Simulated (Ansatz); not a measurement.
Single points on AlMe2H (C2H7Al).

```yaml
crystal:
  periodic: [false, false, false]
  atoms:
    - {symbol: Al, position_ang: [-0.385582, -0.657288, -0.002321]}
    - {symbol: C, position_ang: [1.568403, -0.663493, -0.001312]}
    - {symbol: C, position_ang: [-1.343835, 1.045571, 0.005863]}
    - {symbol: H, position_ang: [1.957771, -0.196455, 0.911136]}
    - {symbol: H, position_ang: [1.966750, -0.068913, -0.831292]}
    - {symbol: H, position_ang: [2.005440, -1.662387, -0.069105]}
    - {symbol: H, position_ang: [-1.151199, 1.601229, -0.919794]}
    - {symbol: H, position_ang: [-0.997582, 1.694218, 0.818254]}
    - {symbol: H, position_ang: [-2.426929, 0.940282, 0.102132]}
    - {symbol: H, position_ang: [-1.193248, -2.032764, -0.013581]}
basis:
  gaussian: {orbitals: def2-TZVP, initial_orbitals: start.molden}
hamiltonian: {xc: pbe0, dispersion: d4}
scf: {omitted_lower_state_checks: [starts]}
output: {orbitals: {seedname: orbitals}}
```

The file start.molden holds the orbitals of an earlier run on this structure, at another level or in another basis.

```sh
$ ansatz run in.yaml --threads 2 --pin off --events-out ev --progress --plain --max-ram 4352MiB
```

Shortened log:

```
Functional definition: PBE0
947 factors; their error is unknown
mean field evaluation 1: about -8778.8149 eV, gradient 8.2e1 eV
mean field evaluation 2: about -8780.2773 eV, gradient 1.6e0 eV
mean field evaluation 4: about -8780.2894 eV, gradient 2.7e-1 eV
mean field -8780.28946006 eV, -322.6696861633 hartree, gradient 7.9e-5 eV, S^2 0.000000; 0 other end points of the search recorded, 0 dependent functions left out
reference -8780.28949370 eV, -322.6696873996 hartree; 16, 16 occupied and 125, 125 virtual orbitals, 947 factors
Total energy: -8780.40420015 eV, -322.6739027837 hartree
Checks for a lower state left out: starts
```

It took 1.6 s on 2 threads of Arm Neoverse V1 on a shared host.

First input, but with `gaussian: {orbitals: def2-SVP, initial_orbitals: start.molden}` (abridged; 0.9 s):

```
Functional definition: PBE0
mean field -8775.58293756 eV, -322.4967246517 hartree, gradient 7.1e-5 eV, S^2 0.000000
Total energy: -8775.69767240 eV, -322.5009410792 hartree
Checks for a lower state left out: starts
```

First input, but with `gaussian: {orbitals: def2-SVP, initial_orbitals: start.molden}`, `hamiltonian: {xc: pbe, dispersion: d4}` (abridged; 0.85 s):

```
Functional definition: PBE
mean field -8774.26491410 eV, -322.4482881829 hartree, gradient 1.0e-5 eV, S^2 0.000000
Total energy: -8774.40100796 eV, -322.4532895398 hartree
Checks for a lower state left out: starts
```

Geometry: r2SCAN-D4/def2-TZVP.
